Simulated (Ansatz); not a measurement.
A calculation with Ansatz (development build ahead of 0.2.0).

```yaml
crystal:
  periodic: [false, false, false]
  atoms:
    - { symbol: "N", position_ang: [-7.0e-05, -0.00099, 0.46732] }
    - { symbol: F, position_ang: [1.21664, -0.00069, -0.12101] }
    - { symbol: F, position_ang: [-0.60886, 1.0552, -0.12084] }
    - { symbol: F, position_ang: [-0.60917, -1.0534, -0.12126] }
basis:
  gaussian: { orbitals: def2-TZVP }
hamiltonian:
  xc: hf
```

The input is written out in the form of the current development build from the run's settings.

Results

* Converged: yes
* Total energy: -352.70053 hartree
* Spin squared of the determinant: 0.000
